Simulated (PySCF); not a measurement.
## Vibration and rotation of OH

UHF-CCSD(T) constants of OH, ²Π (doublet), unpaired electrons π ↑ (PySCF, no relativity, basis sets H 6-31G(d,p), O 6-31G(d,p); masses 1.0078 and 15.9949 u):

```
ωe              : 3760.3 cm⁻¹
ωexe            : 90.5 cm⁻¹
Be              : 18.667 cm⁻¹
αe              : 0.735 cm⁻¹
D (centrifugal) : 0.00184 cm⁻¹
De to H + O     : 4.17 eV
```

Give the vibrational terms G(v) and spacings up to v = 5.

G(v) = ωe(v+½) − ωexe(v+½)².

```csv
v,G(v) (cm⁻¹),G(v) − G(v−1),Bv (cm⁻¹)
0,1858,,18.30
1,5437,3579,17.56
2,8835,3398,16.83
3,12052,3217,16.09
4,15089,3036,15.36
5,17944,2855,14.62
```

How well does the Morse estimate ωe²/(4ωexe) reproduce De, and what is D0?

It gives 4.84 eV, 116 % of the computed De. D0 = De − G(0) = 4.17 − 0.23 = 3.94 eV.

Correlated steps freeze 1 core orbital. Correlated levels converge slowly with the basis: in double zeta they bind strong bonds too weakly, by up to about 1 eV, and carry superposition errors of some tenths. The state was picked by a PBE0 search and need not be the measured ground state.
